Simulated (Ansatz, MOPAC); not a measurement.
System: C2H4Cl, charge 0, multiplicity 2. SMILES: C[CH]Cl

Atoms: C1, C2, Cl3, H4, H5, H6, H7. Bonds: C1-C2, C1-Cl3, C1-H4, C2-H5, C2-H6, C2-H7.

Bond lengths (Å) and angles (degrees) optimised at PM3 with MOPAC; MNDO with MOPAC; HF/STO-3G with Ansatz (a first-principles code); HF/6-31G* with Ansatz; PBE/6-31G* with Ansatz; B3LYP/LANL2DZ with Ansatz, each started from the B3LYP-D3(BJ)/def2-TZVP structure (Ansatz) of the last column. A row stands for all coordinates that are equal there; 11 of 15 kinds are shown. 6-31G* holds six Cartesian d functions. No wavenumbers were computed at MNDO, HF/STO-3G, PBE/6-31G*, B3LYP/LANL2DZ, so these may be saddle points.

```csv
coordinate,PM3,MNDO,HF/STO-3G,HF/6-31G*,PBE/6-31G*,B3LYP/LANL2DZ,B3LYP-D3(BJ)/def2-TZVP
C1-C2,1.462,1.477,1.519,1.493,1.485,1.495,1.479
C1-Cl3,1.639,1.733,1.784,1.733,1.733,1.817,1.717
C1-H4,1.093,1.081,1.089,1.072,1.092,1.085,1.079
C2-H5,1.099,1.110,1.087,1.085,1.103,1.098,1.091
C2-H6,1.098,1.111,1.087,1.084,1.105,1.098,1.093
C2-H7,1.099,1.111,1.089,1.089,1.112,1.103,1.099
C2-C1-Cl3,119.9,121.1,117.3,118.3,119.4,117.9,119.4
C2-C1-H4,120.7,124.4,120.4,122.1,123.7,125.2,124.0
Cl3-C1-H4,119.4,114.5,112.9,113.5,114.0,112.5,114.6
C1-C2-H5,110.4,110.4,109.2,109.6,109.7,109.5,110.0
C1-C2-H6,112.9,111.4,110.6,111.0,111.7,111.4,111.4
```

Mean signed difference of all 6 bond lengths from B3LYP-D3(BJ)/def2-TZVP: PM3 -0.011 Å, MNDO 0.011 Å, HF/STO-3G 0.016 Å, HF/6-31G* 0.000 Å, PBE/6-31G* 0.012 Å, B3LYP/LANL2DZ 0.023 Å.
